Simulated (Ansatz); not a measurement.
# AlH3LiN (SMILES [Li][NH][AlH2]): a rigid scan of the bond length N2–H4

How does the energy rise as the bond length N2–H4 leaves its equilibrium value, and do density functionals follow CCSD(T)? No other atom is relaxed.

The runs use Ansatz 0.2.0, Gaussian basis; single points in def2-TZVPP.

Levels: PBE-D4, r2SCAN-D4, PBE0-D4, B3LYP-D4, wB97M-V, Hartree-Fock, MP2, CCSD, CCSD(T). The scan takes 0.867, 0.897, 0.940, 0.991, 1.047, 1.108, 1.172, 1.240, 1.311 Å.

Cores are frozen in the correlated methods. The outer core shell of Li, Na, Mg and K is correlated. B3LYP uses VWN-RPA correlation.

18 further runs of the same task are left out: 18 set aside as unsound or not needed.

### Step 1. The starting structure

SMILES `[Li][NH][AlH2]`, 6 atoms, charge 0, spin multiplicity 1.

Atoms are counted from 1 here; the program's logs count them from 0.

Bond lengths: Li1–N2 1.744 Å, N2–Al3 1.747 Å, N2–H4 1.017 Å, Al3–H5 1.551 Å, Al3–H6 1.574 Å. Angles: Li1–N2–Al3 117.3°, Li1–N2–H4 121.8°, Al3–N2–H4 120.9°, N2–Al3–H5 130.9°, N2–Al3–H6 115.5°, H5–Al3–H6 113.5°.

Coordinates:

```xyz
6
charge 0, multiplicity 1
Li   -0.81194   -1.54313    1.38582
N    -0.22807   -0.91118   -0.13129
Al    0.26443    0.76493   -0.16539
H    -0.17705   -1.48759   -0.96751
H     0.83800    1.63265   -1.31600
H     0.11464    1.54431    1.19436
```

### Step 2. Finding the minimum

Contents of relax/in.yaml:

```yaml
crystal:
  periodic: [false, false, false]
  atoms:
    - {symbol: Li, position_ang: [-0.811940, -1.543130, 1.385820]}
    - {symbol: N, position_ang: [-0.228070, -0.911180, -0.131290]}
    - {symbol: Al, position_ang: [0.264430, 0.764930, -0.165390]}
    - {symbol: H, position_ang: [-0.177050, -1.487590, -0.967510]}
    - {symbol: H, position_ang: [0.838000, 1.632650, -1.316000]}
    - {symbol: H, position_ang: [0.114640, 1.544310, 1.194360]}
basis:
  gaussian: {orbitals: def2-TZVP}
hamiltonian: {xc: pbe0, dispersion: d4}
relax: {f_tol: 0.005, max_steps: 200}
```

No record of the launch command was kept for these runs.

Further steps of the session: Reference energies at the minimum; N2–H4 = 0.867 Å; N2–H4 = 0.897 Å; N2–H4 = 0.940 Å; N2–H4 = 0.991 Å; N2–H4 = 1.047 Å; N2–H4 = 1.108 Å; N2–H4 = 1.172 Å; N2–H4 = 1.240 Å; N2–H4 = 1.311 Å.

Q: Predict the outcome of this session. Wanted: highest point, CCSD(T); lowest point, CCSD(T); minimum along the scan, CCSD(T); RMS deviation from CCSD(T); largest T1 diagnostic.

The runs gave:

| quantity | value |
| --- | --- |
| highest point, CCSD(T) | 26.3 kcal/mol at 1.311 Å |
| lowest point, CCSD(T) | 0.0 kcal/mol at 1.008 Å |
| minimum along the scan, CCSD(T) | 1.009 Å |
| curvature there | 45.8 eV/Å² |
| RMS deviation from CCSD(T) | PBE-D4 1.1, r2SCAN-D4 0.1, PBE0-D4 0.5, B3LYP-D4 0.2, wB97M-V 0.5, Hartree-Fock 3.0, MP2 0.2, CCSD 0.5 kcal/mol |
| largest T1 diagnostic | 0.017 |

**Reading.** A polynomial through the near points puts the CCSD(T) minimum 0.001 Å above the PBE0-D4 value. The third derivative is negative, the usual anharmonicity of a bond. Curvature against CCSD(T): PBE-D4 -5 %, Hartree-Fock +13 %. r2SCAN-D4 follows the CCSD(T) curve best and Hartree-Fock worst.
